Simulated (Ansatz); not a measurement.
**InSe (R3m, No. 160)**

These are r²SCAN (Ansatz, a program for electronic structure, plane waves, PAW) values and carry that method's errors.

Run with plane-wave cutoff 500 eV, 12×12×12 k mesh, Fermi–Dirac smearing 0.05 eV, scalar-relativistic PAW data made under PBE.

Cell: relaxed at this level.

* **equilibrium volume per atom**: 30.74 Å³/atom
* **lattice parameter a**: 4.043 Å
* **lattice parameter c**: 26.056 Å
* **band gap**: 0.92 eV (on the SCF k mesh)

Note: the cell comes from a level without a dispersion term, which matters for the spacing of layers, chains or molecules; the volume lies 5 % above that of the published cell; the cell has widely spaced layers and the level no dispersion term, so their spacing and the moduli can rest on weak binding.

Spin–orbit coupling is not included.

Static lattice: no zero-point or thermal effects.
